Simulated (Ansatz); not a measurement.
# C2H2O2: the cost of one run

Computed with Ansatz 0.2.0, Gaussian basis. Level: the settings change from run to run.

## 1. The molecule

The structure was relaxed beforehand with PBE0-D4 in a triple-zeta def2 set.

6 atoms, charge 0, spin multiplicity 1.

Atoms are counted from 1 here; the program's logs count them from 0.

Bond lengths: O1–C2 1.313 Å, O1–H5 0.964 Å, C2–C3 1.195 Å, C3–O4 1.313 Å, O4–H6 0.964 Å. Angles: C2–O1–H5 109.7°, O1–C2–C3 174.4°, C2–C3–O4 174.4°, C3–O4–H6 109.7°.

## 2. B2PLYP/def2-SVPD

Options: charge +1, multiplicity 2.

Input file in.yaml:

```yaml
crystal:
  periodic: [false, false, false]
  atoms:
    - {symbol: O, position_ang: [1.163403, 0.385799, -1.488445]}
    - {symbol: C, position_ang: [0.446515, 0.088611, -0.429644]}
    - {symbol: C, position_ang: [-0.171544, -0.079861, 0.579254]}
    - {symbol: O, position_ang: [-0.772316, -0.363132, 1.711558]}
    - {symbol: H, position_ang: [0.967028, -0.236021, -2.197875]}
    - {symbol: H, position_ang: [-1.590986, 0.140605, 1.778952]}
basis:
  gaussian: {orbitals: def2-SVPD}
total_charge: 1
magnetization: {spin_polarized: true, initial_magnetization: 1}
hamiltonian: {xc: {name: B2PLYP}}
output: {forces: true}
```

The run is started by

```console
$ ansatz run in.yaml --threads 2 --pin off --events-out ev --progress --plain --max-ram 4352MiB
```

What time and memory should one allow on 2 threads of Arm Neoverse V1, shared host?

About 26 s, with a peak of 0.35 GiB.
